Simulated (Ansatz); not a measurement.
A structure relaxed at PBE0-D4/def2-TZVP, charge 0, multiplicity 1:

```json
{"atom": "C1", "x (Å)": "1.160", "y (Å)": "1.957", "z (Å)": "-0.957"}
{"atom": "C2", "x (Å)": "1.034", "y (Å)": "0.746", "z (Å)": "-0.045"}
{"atom": "C3", "x (Å)": "-0.340", "y (Å)": "0.057", "z (Å)": "-0.110"}
{"atom": "C4", "x (Å)": "-1.226", "y (Å)": "0.423", "z (Å)": "1.080"}
{"atom": "C5", "x (Å)": "-1.550", "y (Å)": "1.903", "z (Å)": "1.194"}
{"atom": "C6", "x (Å)": "-0.246", "y (Å)": "-1.469", "z (Å)": "-0.283"}
{"atom": "C7", "x (Å)": "0.512", "y (Å)": "-2.164", "z (Å)": "0.841"}
{"atom": "C8", "x (Å)": "0.341", "y (Å)": "-1.845", "z (Å)": "-1.637"}
{"atom": "H9", "x (Å)": "2.142", "y (Å)": "2.427", "z (Å)": "-0.865"}
{"atom": "H10", "x (Å)": "1.027", "y (Å)": "1.667", "z (Å)": "-2.003"}
{"atom": "H11", "x (Å)": "0.405", "y (Å)": "2.714", "z (Å)": "-0.730"}
{"atom": "H12", "x (Å)": "1.821", "y (Å)": "0.035", "z (Å)": "-0.312"}
{"atom": "H13", "x (Å)": "1.247", "y (Å)": "1.039", "z (Å)": "0.989"}
{"atom": "H14", "x (Å)": "-0.850", "y (Å)": "0.428", "z (Å)": "-1.011"}
{"atom": "H15", "x (Å)": "-0.742", "y (Å)": "0.091", "z (Å)": "2.006"}
{"atom": "H16", "x (Å)": "-2.161", "y (Å)": "-0.144", "z (Å)": "1.005"}
{"atom": "H17", "x (Å)": "-0.652", "y (Å)": "2.503", "z (Å)": "1.361"}
{"atom": "H18", "x (Å)": "-2.033", "y (Å)": "2.274", "z (Å)": "0.286"}
{"atom": "H19", "x (Å)": "-2.227", "y (Å)": "2.092", "z (Å)": "2.031"}
{"atom": "H20", "x (Å)": "-1.279", "y (Å)": "-1.842", "z (Å)": "-0.262"}
{"atom": "H21", "x (Å)": "0.515", "y (Å)": "-3.246", "z (Å)": "0.689"}
{"atom": "H22", "x (Å)": "1.555", "y (Å)": "-1.838", "z (Å)": "0.879"}
{"atom": "H23", "x (Å)": "0.066", "y (Å)": "-1.970", "z (Å)": "1.819"}
{"atom": "H24", "x (Å)": "-0.223", "y (Å)": "-1.387", "z (Å)": "-2.454"}
{"atom": "H25", "x (Å)": "1.382", "y (Å)": "-1.521", "z (Å)": "-1.729"}
{"atom": "H26", "x (Å)": "0.324", "y (Å)": "-2.928", "z (Å)": "-1.782"}
```

Question: Give its formula and SMILES.

Answer: C8H18, `CCC(CC)C(C)C`.

Question: Point group (tolerance 0.08 Å, 0.16 Å for H)?

Answer: C1.

Question: Summarise the bond lengths by kind.

Answer: 7 × C–C 1.519 to 1.539 Å; 18 × C–H 1.092 to 1.100 Å.

Computed with Ansatz.
